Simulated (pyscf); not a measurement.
# Four-centre exchange: `[OH][SiH3]` + `[FH]` -> `[OH][SiH3]` + `[FH]`

Gas phase, singlet surface, charge 0. Bonds broken: O1–H8, H3–F7. Bonds formed: O1–H3, F7–H8. Structures and frequencies: ωB97X-D3(BJ)/def2-SVP in PySCF. MP2 and CC: frozen core, UHF for open shells. ΔMP2 is the change of the MP2 total energy from the triple- to the quadruple-zeta basis.

Transition state (Å):

```xyz
8

O     -0.8697     0.1170     0.9382
Si     0.3942     0.2955    -0.1767
H     -1.8190    -0.5165     0.7510
H     -0.0059     1.3477    -1.1456
H      0.6416    -0.9892    -0.8875
H      1.6059     0.7042     0.5787
F     -2.0552    -1.5645     1.4312
H     -1.0344    -0.8238     1.5905
```

One imaginary mode, 2105i cm⁻¹; descent along it reached the two sides named, in the forms told below.

```json
[
 {"bond": "O1–H8", "change": "breaks", "reactant side (Å)": "0.963", "saddle": "1.157", "product side": "1.705"},
 {"bond": "H3–F7", "change": "breaks", "reactant side (Å)": "0.940", "saddle": "1.272", "product side": "3.3"},
 {"bond": "O1–H3", "change": "forms", "reactant side (Å)": "1.706", "saddle": "1.156", "product side": "0.963"},
 {"bond": "F7–H8", "change": "forms", "reactant side (Å)": "3.3", "saddle": "1.271", "product side": "0.940"}
]
```

Electronic energies relative to the separated reactants (kcal/mol):

```json
[
 {"level": "ωB97X-D3(BJ)/def2-TZVP", "barrier": "33.0", "reaction energy": "0.0", "reverse barrier": "33.0"},
 {"level": "PBE/def2-TZVP", "barrier": "24.9", "reaction energy": "0.0", "reverse barrier": "24.9"},
 {"level": "r²SCAN/def2-TZVP", "barrier": "28.4", "reaction energy": "0.0", "reverse barrier": "28.4"},
 {"level": "B3LYP-D3(BJ)/def2-TZVP", "barrier": "30.9", "reaction energy": "0.0", "reverse barrier": "30.9"},
 {"level": "PBE0-D3(BJ)/def2-TZVP", "barrier": "30.0", "reaction energy": "0.0", "reverse barrier": "30.0"},
 {"level": "M06-2X/def2-TZVP", "barrier": "32.3", "reaction energy": "0.0", "reverse barrier": "32.3"},
 {"level": "ωB97M-D3(BJ)/def2-TZVP", "barrier": "32.5", "reaction energy": "0.0", "reverse barrier": "32.5"},
 {"level": "HF/def2-TZVP", "barrier": "51.9", "reaction energy": "0.0", "reverse barrier": "51.9"},
 {"level": "MP2/def2-QZVPP", "barrier": "34.3", "reaction energy": "0.0", "reverse barrier": "34.3"},
 {"level": "CCSD/def2-TZVPP", "barrier": "39.0", "reaction energy": "0.0", "reverse barrier": "39.0"},
 {"level": "CCSD(T)/def2-TZVPP", "barrier": "36.0", "reaction energy": "0.0", "reverse barrier": "36.0"},
 {"level": "CCSD(T)/def2-TZVPP + ΔMP2(QZVPP)", "barrier": "36.2", "reaction energy": "0.0", "reverse barrier": "36.2"}
]
```

With CCSD(T)/def2-TZVPP + ΔMP2(QZVPP) energies and thermal terms (ideal gas, 1 atm, RRHO with modes under 100 cm⁻¹ raised to 100, one conformer, R ln 2 for chiral ones without a mode under 150 cm⁻¹), in kcal/mol:

```
T (K)   ΔH‡   ΔG‡   ΔH   ΔG
-----  ----  ----  ---  ---
298    34.2  43.5  0.0  0.0
600    33.6  53.3  0.0  0.0
900    33.7  63.1  0.0  0.0
1200   34.1  72.8  0.0  0.0
```

On the reactant side the descent ends in a complex, 7.6 kcal/mol under the separated species and 40.6 kcal/mol under the saddle at ωB97X-D3(BJ)/def2-TZVP. On the product side the descent ends in a complex, 7.6 kcal/mol under the separated species and 40.6 kcal/mol under the saddle at ωB97X-D3(BJ)/def2-TZVP. The same reactants have a lower exit, to F–SiH₃ + H₂O (barrier +14.9 kcal/mol at ωB97M-D3(BJ), against +32.5 kcal/mol here). One saddle was located; it need not be the lowest between these sides. The CCSD(T) − MP2 part came from Ansatz, without density fitting, on the same reference.
